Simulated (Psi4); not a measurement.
This Psi4 input (wB97X-V/def2-TZVPD) gives -117.91078 Eh with 165 basis functions.

```
memory 8100 MB

molecule {
0 1
C     1.28821393    0.13704514    0.01192045
C     0.00466619    0.47258385    0.00111358
H     1.60232982   -0.90099925    0.01239769
H     2.07098219    0.88456380    0.02066987
H    -0.26121508    1.52666987    0.00110742
C    -1.13838143   -0.49205935   -0.01137507
H    -0.78875001   -1.52536103   -0.01056700
H    -1.78307485   -0.34713453    0.86039285
H    -1.76726422   -0.34315674   -0.89395457
}

set {
  basis def2-tzvpd
  scf_type df
}

energy('wb97x-v')
print_variables()
```

Change:
```diff
- basis def2-tzvpd
+ basis 6-31g**
```

What does the run give now?

-117.87250 Eh (wB97X-V/6-31G**, 75 functions), a change of +38.28 mEh.
